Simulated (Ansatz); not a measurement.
# doublet SiO(+): levels of theory in one basis

```tsv
atom	x (Å)	y (Å)	z (Å)
Si	0.0000	0.0000	0.0000
O	0.0000	0.0000	1.4430
```

Basis set: def2-SVP (spherical functions). Frozen core: 6 orbitals. Correlation on ROHF uses semicanonical orbitals with singles. Charge 1, multiplicity 2.

Computed with Ansatz (development build ahead of 0.2.0); each method stands on the lowest determinant of its kind that the runs found.

```json
{"method": "ROHF", "E − E(ROHF) (eV)": "0.00", "<S²> of the determinant": "0.75"}
{"method": "UHF", "E − E(ROHF) (eV)": "-0.16", "<S²> of the determinant": "0.88"}
{"method": "ROHF-MP2", "E − E(ROHF) (eV)": "-5.22", "<S²> of the determinant": "–"}
{"method": "UHF-MP2", "E − E(ROHF) (eV)": "-5.43", "<S²> of the determinant": "0.88"}
{"method": "UHF-CCSD(T)", "E − E(ROHF) (eV)": "-7.07", "<S²> of the determinant": "0.88"}
```

Caution for UHF, UHF-MP2, UHF-CCSD(T): the unrestricted determinant is spin contaminated; the determinant may break the point group. Caution for ROHF-MP2, UHF-MP2: MP2 on this radical cation hangs on the determinant chosen. Caution for ROHF-MP2: a plain start can end on a higher determinant. Caution for ROHF-MP2, UHF-MP2, UHF-CCSD(T): another reference gives a lower total.
